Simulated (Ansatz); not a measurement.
Program: Ansatz. Geometries: PBE0-D4/def2-TZVP. ΔE: electronic, gas phase. CBS: MP2 limit from def2 TZ/QZ plus the TZ coupled-cluster correction, frozen cores. This one scheme is used for every species, atoms too. No spin–orbit coupling; open shells (•) take unrestricted orbitals. Spin–orbit coupling would lower the free atoms: a little for C, O. One conformer a species, not always the lowest.

Consider the atomization: `C=C1OC1=N` → 3 C• + 3 H• + N• + O•.

```
    species  HF/CBS(def2) energy (Eh)
`C=C1OC1=N`                -244.66118
         C•                 -37.69379
         H•                  -0.50000
         N•                 -54.40461
         O•                 -74.81904
```

**Question.** Work out ΔE.

**Answer.** ΔE = 3 × (-37.69379) + 3 × (-0.50000) + (-54.40461) + (-74.81904) − (-244.66118) = 0.85616 Eh = +537.2 kcal/mol. CCSD(T)/CBS gives +821.5 kcal/mol.

Largest T1 diagnostic among the species: 0.016.

From PBE to PBE0 (25 % exact exchange), in def2-TZVPP and without D4, ΔE moves by −35.2 kcal/mol: exact exchange takes away binding that semilocal exchange gives to molecules. At CCSD(T), def2-SVP lies −44.2 kcal/mol from the extrapolated value and def2-TZVPP −25.5 kcal/mol: correlation converges slowly with the basis, and small sets miss more of it in the bonded molecule than in its fragments.

For atomizations the MP2-based limit and the directly extrapolated one differ by several kJ/mol either way, and by 10 to 25 for some Ge, Se and Sn compounds, so smaller differences from it don't rank the levels.
